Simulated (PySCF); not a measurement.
# SOOH: relaxation and vibrations of the doublet

Aim: relax SOOH as a doublet from a linear start, check by its vibrations whether the end is a minimum, and collect its spectrum and constants.

Program: PySCF 2.14.0. Level of theory: PBE0, basis S def2-TZVP, O def2-TZVP, H def2-TZVP, no relativity, density fitting. These are calculated values, not measurements.

**1. The system as given**

4 atoms, charge 0, spin multiplicity 2.

Bond lengths: S1–O2 1.510 Å, S1–O3 1.660 Å, O3–H4 0.960 Å. Angles: O2–S1–O3 180.0°, S1–O3–H4 130.0°.

```xyz
4
charge 0 multiplicity 2
S     0.0000    0.0000    0.0000
O     0.0000    0.0000    1.5100
O     0.0000    0.0000   -1.6600
H     0.7354    0.0000   -2.2771
```

**2. Finding the electronic state**

The steps below are one call of a driver around PySCF. For each, scf.py gives the equivalent set-up of the SCF; relaxations use the driver's own optimiser. After this first run the driver tries any further starts and a stability analysis.

scf.py

```python
from pyscf import gto, scf, dft
mol = gto.M(atom='''
S      0.000000     0.000000     0.000000
O      0.000000     0.000000     1.510000
O      0.000000     0.000000    -1.660000
H      0.735400     0.000000    -2.277100''',
    basis={'S': 'def2-TZVP', 'O': 'def2-TZVP', 'H': 'def2-TZVP'},
    charge=0, spin=1)
mf = dft.UKS(mol, xc='PBE0')
mf.grids.atom_grid = (50, 194)
aux = {'S': 'def2-universal-JKFIT', 'O': 'def2-universal-JKFIT', 'H': 'def2-universal-JKFIT'}
mf = mf.density_fit(auxbasis=aux)
mf.conv_tol = 1e-08
mf.diis_space = 10
mf.max_cycle = 60
mf.init_guess = 'minao'
mf.verbose = 4
mf.kernel()
```

The run is started by

```console
OMP_NUM_THREADS=4 python axn.py task.json out
```

Log:

```text
init E= -549.32247836843
[... the frontier-level lines of each cycle are left out ...]
cycle= 1 E= -548.714893417395  delta_E= 0.608  |g|= 0.673  |ddm|= 1.84
cycle= 2 E= -547.963734823404  delta_E= 0.751  |g|= 1.49  |ddm|= 1.11
cycle= 3 E= -548.826559947008  delta_E= -0.863  |g|= 0.388  |ddm|= 0.886
cycle= 4 E= -548.884402954488  delta_E= -0.0578  |g|= 0.0952  |ddm|= 0.272
cycle= 5 E= -548.88792328906  delta_E= -0.00352  |g|= 0.0212  |ddm|= 0.0837
cycle= 6 E= -548.888131049827  delta_E= -0.000208  |g|= 0.0064  |ddm|= 0.0315
cycle= 7 E= -548.888161121502  delta_E= -3.01e-05  |g|= 0.00159  |ddm|= 0.00709
cycle= 8 E= -548.888168699817  delta_E= -7.58e-06  |g|= 0.000922  |ddm|= 0.00361
cycle= 9 E= -548.888173419749  delta_E= -4.72e-06  |g|= 0.000589  |ddm|= 0.00353
cycle= 10 E= -548.88817572557  delta_E= -2.31e-06  |g|= 0.000246  |ddm|= 0.00343
cycle= 11 E= -548.888176081739  delta_E= -3.56e-07  |g|= 0.000114  |ddm|= 0.00151
cycle= 12 E= -548.888176114428  delta_E= -3.27e-08  |g|= 3.99e-05  |ddm|= 0.000428
cycle= 13 E= -548.88817611742  delta_E= -2.99e-09  |g|= 1.13e-05  |ddm|= 0.000117
Extra cycle  E= -548.888176117545  delta_E= -1.24e-10  |g|= 8.9e-06  |ddm|= 2.63e-05
converged SCF energy = -548.888176117545  <S^2> = 0.75732944  2S+1 = 2.0073161
```

This step, with its further starts and checks, took 4.1 s on 4 threads of Arm Neoverse V2, shared host.

No lower solution of this spin turned up in the test of internal stability.

**3. Relaxation: linear start, doublet**

The program finds Cs symmetry in the start, which this walk keeps.

Edit scf.py of step 2 so:

```diff
@@ -3,4 +3,4 @@
-S      0.000000     0.000000     0.000000
-O      0.000000     0.000000     1.510000
-O      0.000000     0.000000    -1.660000
-H      0.735400     0.000000    -2.277100''',
+S     -0.011408     0.000000     0.072251
+O     -0.011408     0.000000     1.582251
+O     -0.011408     0.000000    -1.587749
+H      0.723992     0.000000    -2.204849''',
@@ -16 +15,0 @@
-mf.init_guess = 'minao'
```

Steps of the walk:

```csv
step,energy (Eh),change (kJ/mol),largest symmetric gradient (Eh/bohr)
0,-548.888176,0.00,0.06311
1,-548.894032,-15.38,0.01486
2,-548.896734,-22.47,0.01066
3,-548.897285,-23.92,0.00579
4,-548.897919,-25.58,0.00540
5,-548.898159,-26.21,0.00469
6,-548.898201,-26.32,0.00192
7,-548.898215,-26.36,0.00103
8,-548.898216,-26.36,0.00025
```

The walk took 11 s.

Geometry (Å) and forces (eV/Å) at some steps:

```
step 0
S   -0.011   0.000   0.072  -0.566   0.000   3.245
O   -0.011   0.000   1.582   0.336   0.000  -1.490
O   -0.011   0.000  -1.588  -0.346   0.000  -1.443
H    0.724   0.000  -2.205   0.576   0.000  -0.312
step 1
S   -0.064   0.000   0.108  -0.670   0.000   0.391
O    0.023   0.000   1.574   0.391   0.000   0.233
O   -0.025   0.000  -1.619   0.308   0.000  -0.764
H    0.755   0.000  -2.201  -0.029   0.000   0.140
step 4
S   -0.209   0.000   0.098   0.096   0.000  -0.277
O    0.139   0.000   1.526   0.017   0.000   0.159
O   -0.056   0.000  -1.667  -0.017   0.000  -0.092
H    0.816   0.000  -2.095  -0.096   0.000   0.210
step 8
S   -0.216   0.000   0.075  -0.012   0.000   0.002
O    0.160   0.000   1.500   0.010   0.000   0.001
O   -0.078   0.000  -1.681  -0.007   0.000   0.003
H    0.824   0.000  -2.032   0.010   0.000  -0.006
```

It settles in Cs symmetry, 26.4 kJ/mol below the start, after 8 steps: O–H 0.968 Å, S–O 1.474 Å, S–O 1.761 Å; H–O–S 115.7°, O–S–O 160.7°.

**4. Frequencies**

The point is checked on the finer grid, and tightened if its gradient asks for it. The Hessian and the dipole derivatives come from central differences of analytic gradients, with steps of 0.02 bohr.

Edit scf.py of step 3 so:

```diff
@@ -3,4 +3,4 @@
-S     -0.011408     0.000000     0.072251
-O     -0.011408     0.000000     1.582251
-O     -0.011408     0.000000    -1.587749
-H      0.723992     0.000000    -2.204849''',
+S     -0.143062     0.000000     0.114192
+O      0.233821     0.000000     1.539439
+O     -0.005111     0.000000    -1.641958
+H      0.897428     0.000000    -1.993030''',
@@ -10 +10 @@
-mf.grids.atom_grid = (50, 194)
+mf.grids.atom_grid = (75, 302)
@@ -13 +13 @@
-mf.conv_tol = 1e-08
+mf.conv_tol = 1e-10
```

This SCF starts from the last density.

Log of the central SCF (cycles and frontier levels):

```text
init E= -548.898228056118
[... the frontier-level lines of each cycle are left out ...]
cycle= 1 E= -548.898228056112  delta_E= 5.68e-12  |g|= 6.39e-06  |ddm|= 5.72e-06
Extra cycle  E= -548.898228055973  delta_E= 1.39e-10  |g|= 1.97e-05  |ddm|= 1.44e-05
converged SCF energy = -548.898228055973  <S^2> = 0.75481957  2S+1 = 2.0048138
```

The whole step took 46 s.

Geometry: Cs; O–H 0.968 Å, S–O 1.474 Å, S–O 1.762 Å; H–O–S 115.7°, O–S–O 160.7°.

Modes, for the most abundant isotopes:

```tsv
symmetry	ω (cm⁻¹)	IR (km/mol)
a'	306	6.4
a'	532	132
a'	799	106
a''	1011	186
a'	1151	208
a'	3779	85.1
```

All wavenumbers are real: a minimum.

Constants and moments:

* Dipole moment: 1.72 D
* Highest occupied level: -6.31 eV
* Lowest empty level: -4.09 eV
* Rotational constants: 7.704, 0.1969, 0.192 cm⁻¹
* Zero-point energy: 45.3 kJ/mol
* Principal polarisabilities: 16.5, 19.3, 49.4 bohr³
* Atomisation energy without zero-point energy: 1014 kJ/mol
* Principal traceless quadrupole moments about the centre of mass: -7.82, 2.04, 5.79 D Å
* Entropy at 298.15 K and 1 bar (electronic part: spin only): 265.2 J/(mol K)
* Heat capacity Cp at 298.15 K: 50.4 J/(mol K)
* Enthalpy at 298.15 K above 0 K: 11.88 kJ/mol
* Rotational symmetry number: 1
* Spin squared ⟨S²⟩: 0.755

Populations by atom (charges in e):

```
atom  Mulliken  Löwdin  polar tensor  spin (Mulliken)  Mayer order to S1
  S1      0.41    0.47          1.06             0.62                  –
  O2     -0.26   -0.27         -0.53             0.24               1.83
  O3     -0.46   -0.32         -0.84             0.13               0.96
  H4      0.31    0.12          0.31             0.00               0.05
```

Mulliken populations on S1: s 6.02, p 9.07, d 0.47, f 0.04.

**5. Results**

| quantity | value |
| --- | --- |
| minimum | doublet, Cs |
| geometry | O–H 0.968 Å, S–O 1.474 Å, S–O 1.762 Å; H–O–S 115.7°, O–S–O 160.7° |
| wavenumbers (cm⁻¹) | 306 (a'), 532 (a'), 799 (a'), 1011 (a''), 1151 (a'), 3779 (a') |
| dipole moment | 1.72 D |
| highest occupied, lowest empty level (either spin) | -6.31, -4.09 eV |
| polar-tensor charge of S1 | +1.06 e |
| zero-point energy | 45.3 kJ/mol |
| entropy at 298.15 K | 265.2 J/(mol K) |
| atomisation energy (no zero-point energy) | 1014 kJ/mol |
| ⟨S²⟩ | 0.755 |

In words: The molecule stays Cs, as typed, and the end point is a minimum. In the infrared the band at 1151 cm⁻¹ (a') leads. Most of the spin sits on S1 (Mulliken spin 0.62, against 1 for the whole molecule). Other starts or spin states, not run here, may lie lower.

The search up to here took 61 s.
